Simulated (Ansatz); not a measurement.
A run of Ansatz (development build ahead of 0.2.0) on singlet NH₃ at this shape:

```xyz
4

N     0.0000    0.0000    0.1120
H     0.9410    0.0000   -0.2680
H    -0.4705    0.8149   -0.2680
H    -0.4682   -0.8109   -0.2661
```

Its results:

| Item | Value |
| --- | --- |
| Converged | yes |
| Total energy | -56.21822 hartree |
| Spin squared of the determinant | 0.000 |

Problem. Which input gives this output? Name the method, the orbitals and the basis set, and write the input.

Solution. RHF in def2-TZVP. An unrestricted run that stays on the closed shell gives the same numbers.

```yaml
crystal:
  periodic: [false, false, false]
  atoms:
    - { symbol: "N", position_ang: [0.0, 0.0, 0.112] }
    - { symbol: H, position_ang: [0.941, 0.0, -0.268] }
    - { symbol: H, position_ang: [-0.4705, 0.81493, -0.268] }
    - { symbol: H, position_ang: [-0.46818, -0.81091, -0.26613] }
basis:
  gaussian: { orbitals: def2-TZVP }
hamiltonian:
  xc: hf
```
